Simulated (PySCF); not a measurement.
Spectrum to structure. Method: PySCF 2.14.0, density-fitted response routines, TDDFT CAM-B3LYP/def2-SVPD, vertical, gas phase, core orbitals frozen in the response. Geometries: GFN2-xTB, one conformer each.

```csv
state,E (eV),f,"main configurations (H = HOMO, L = LUMO)"
S1,7.72,0.0064,H→L (86%)
S2,7.80,0.015,H-1→L (82%)
S3,8.54,0.012,"H-2→L (56%), H→L+2 (18%), H-1→L+3 (12%)"
S4,8.59,0.027,"H→L+1 (41%), H→L+3 (28%), H-1→L+2 (18%)"
S5,8.61,0.038,"H-1→L+1 (36%), H-2→L (25%), H→L+2 (15%)"
S6,8.79,0.054,"H→L+2 (56%), H-1→L+3 (15%), H→L+5 (11%)"
S7,8.81,0.0036,"H-1→L+2 (48%), H→L+4 (21%), H→L+1 (20%)"
S8,8.90,0.042,"H→L+3 (39%), H-1→L+2 (21%), H→L+1 (14%)"
```

Triplets computed (Tamm–Dancoff): 7.58, 7.62, 8.26 eV.

Task: Which candidate is it?
A. `OCCCO`
B. `COCOC`
C. `c1pcpcp1`
D. `CC[C@H](C)F`

Result: B. Its S1 lies at 7.72 eV; the nearest of the others has S1 at 7.02 eV. S1 is HOMO→LUMO (86%). Löwdin shares by element: HOMO oxygen 72%, carbon 12% or more (atoms not listed hold the other 17%); LUMO carbon 48%, oxygen 6% or more (atoms not listed hold the other 46%). At the same level the other candidates give, for their lowest levels:
- `c1pcpcp1`: 3.85 eV (f 0.028); 3.93 eV (f 0.000); 3.94 eV (f 0.000); 3.98 eV (f 0.000 summed over 2 states); 4.54 eV (f 0.000); T1 2.77 eV; HOMO -8.75, LUMO -1.48 eV
- `OCCCO`: 7.02 eV (f 0.007); 7.42 eV (f 0.011); 7.92 eV (f 0.029); 8.10 eV (f 0.008); 8.26 eV (f 0.017); T1 6.75 eV; HOMO -9.10, LUMO 1.05 eV
- `CC[C@H](C)F`: 8.91 eV (f 0.003); 9.12 eV (f 0.008); 9.54 eV (f 0.001); 9.59 eV (f 0.032); 9.65 eV (f 0.031); T1 8.68 eV; HOMO -10.51, LUMO 1.41 eV

Conformer computed: `[CH3:1][O:2][CH2:3][O:4][CH3:5]`: C1–O2–C3–O4 -67°, O2–C3–O4–C5 -68°.
